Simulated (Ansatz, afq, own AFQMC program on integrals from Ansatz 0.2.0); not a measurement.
CH$_{3}$B, singlet: AFQMC among the cluster methods

```tsv
atom	x (Å)	y (Å)	z (Å)
B	-0.7437	0.0068	0.0059
C	0.4592	-0.0042	-0.0037
H	0.8256	-1.0390	-0.0014
H	0.8470	0.5124	0.8839
H	0.8327	0.5035	-0.9024
```

Connectivity, by distances: B–CH3.

Basis cc-pVDZ. Noble-gas cores (and the filled d shells of Ga–Kr and In–Xe) are frozen. Integrals, coupled cluster, full CI and functionals: Ansatz 0.2.0; the random walks run on the same integrals in our own AFQMC program. The CISD trial takes its coefficients from CCSD amplitudes. Released means that phaseless walkers are propagated on without the constraint, phases kept. Error bars are statistical, one sigma.

Determinant: UHF, the one that the program's search chose, which needn't be the lowest solution. The geometry is a point of a scan.

No full CI on the walks' own integrals is used here; CCSDT(Q) serves as the reference and is uncertain by about the last step of the cluster series.

Cautions: an unrestricted solution with more broken spin lies lower (16 meV, ⟨S²⟩ 0.16), while this determinant keeps restricted orbitals.

```
T1 diagnostic                               : 0.0106
weight of the determinant in the CISD state : 0.883
⟨S²⟩ of the determinant                     : 0.000
size of the correlated space                : 10 electrons in 41 orbitals
```

Reference: CCSDT(Q), correlation energy -6.685 eV. The released energy is read at 2.40 1/Eh (meV from the phaseless value at times in 1/Eh: 10 ± 12 at 0.24, -10 ± 11 at 0.51, -11 ± 9 at 0.99, 4 ± 13 at 1.62, 4 ± 15 at 2.40).

```
         level  E − E(reference) (mEh)  share of correlation (%)
            HF                  245.65                      0.00
           MP2                   41.15                     83.25
          CCSD                    7.87                     96.80
       CCSD(T)                    1.09                     99.55
         CCSDT                    0.35                     99.86
 ph-AFQMC/CISD            -0.05 ± 0.38                    100.02
released AFQMC             0.09 ± 0.55                     99.96
```

A walk keeps the symmetry of its determinant, which the program's search chose and which needn't be the lowest solution, so a lower state of the same spin and another symmetry isn't excluded. Released energies are given only where the last usable release times agree within the noise; a slower fall can still hide under it.
